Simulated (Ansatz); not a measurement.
# CHClFN: vertical ionisation energy

The task here is to estimate one member of a computed series from the others.

The runs use Ansatz 0.2.0, Gaussian basis; unrestricted cation, the program's frozen cores in correlated methods.

Levels to be run: UKS PBE-D4/def2-TZVPP; UKS r2SCAN-D4/def2-TZVPP; UKS PBE0-D4/def2-TZVPP; UKS B3LYP-D4/def2-TZVPP; UKS wB97X-V/def2-TZVPP; UKS wB97M-V/def2-TZVPP; UKS B2PLYP/def2-TZVPP; UHF-CCSD(T)/def2-TZVPP; UHF-MP2/def2-QZVPP; extrapolation to the limit; then −ε(HOMO) from the neutral's earlier runs with LDA (SPW92), PBE-D4, revPBE-D4, BLYP-D4, r2SCAN-D4, B97M-V, PBE0-D4, B3LYP-D4, r2SCANh-D4, r2SCAN0-D4, HSE06-D4, BHLYP-D4, CAM-B3LYP-D4, LC-ωPBE, ωB97X-V, ωB97M-V.

**Structure used throughout**

An earlier PBE0-D4 in a triple-zeta def2 set relaxation fixed the geometry.

5 atoms, charge 0, spin multiplicity 1.

Atoms are counted from 1 here; the program's logs count them from 0.

Bond lengths: N1–C2 1.237 Å, N1–H5 1.013 Å, C2–F3 1.314 Å, C2–Cl4 1.729 Å. Angles: C2–N1–H5 112.7°, N1–C2–F3 121.4°, N1–C2–Cl4 128.7°, F3–C2–Cl4 110.0°.

The first run:

File in.yaml:

```yaml
crystal:
  periodic: [false, false, false]
  atoms:
    - {symbol: N, position_ang: [0.321103, 0.940468, 0.274413]}
    - {symbol: C, position_ang: [0.137869, -0.274598, 0.128466]}
    - {symbol: F, position_ang: [0.810342, -1.157366, 0.832102]}
    - {symbol: Cl, position_ang: [-0.953469, -1.081683, -0.943190]}
    - {symbol: H, position_ang: [-0.266045, 1.499578, -0.333292]}
basis:
  gaussian: {orbitals: def2-TZVPP}
total_charge: 1
magnetization: {spin_polarized: true, initial_magnetization: 1}
hamiltonian: {xc: pbe, dispersion: d4}
```

On the command line:

```bash
$ ansatz run in.yaml --threads 2 --pin off --events-out ev --progress --plain --max-ram 4352MiB
```

Among the steps run: Cation, UKS PBE-D4/def2-TZVPP; Cation, UKS r2SCAN-D4/def2-TZVPP; Cation, UKS PBE0-D4/def2-TZVPP; Cation, UKS B3LYP-D4/def2-TZVPP; Cation, UKS wB97X-V/def2-TZVPP; Cation, UKS wB97M-V/def2-TZVPP; Cation, UKS B2PLYP (frozen core)/def2-TZVPP; Cation, UHF-CCSD(T)/def2-TZVPP; Cation, UHF-MP2/def2-QZVPP.

One of the session's tables, all rows but one given; the rest of the session is left out.

It belongs to the step «Ionisation energies side by side». For comparison, −ε(HOMO) of the neutral from earlier runs:

| functional | −ε(HOMO) (eV) |
| --- | --- |
| LDA (SPW92) | 7.60 |
| PBE-D4 | 7.46 |
| revPBE-D4 | 7.40 |
| BLYP-D4 | 7.34 |
| r2SCAN-D4 | 7.84 |
| B97M-V | 7.98 |
| PBE0-D4 | 9.04 |
| B3LYP-D4 | 8.77 |
| r2SCANh-D4 | ? |
| r2SCAN0-D4 | 9.30 |
| HSE06-D4 | 8.63 |
| BHLYP-D4 | 10.44 |
| CAM-B3LYP-D4 | 10.49 |
| LC-ωPBE | 11.88 |
| ωB97X-V | 11.51 |
| ωB97M-V | 11.38 |

Estimate the missing values for r2SCANh-D4.

Worked estimate for «−ε(HOMO) (eV)». Against the share of exact exchange, r2SCAN-D4 (0, 7.84), r2SCAN0-D4 (0.25, 9.30) give a slope of 5.84 per unit share; at 0.1 the line stands at 8.42.

**Answer.** −ε(HOMO) (eV): 8.42. In «−ε(HOMO) (eV)» the line misses by 0.00.
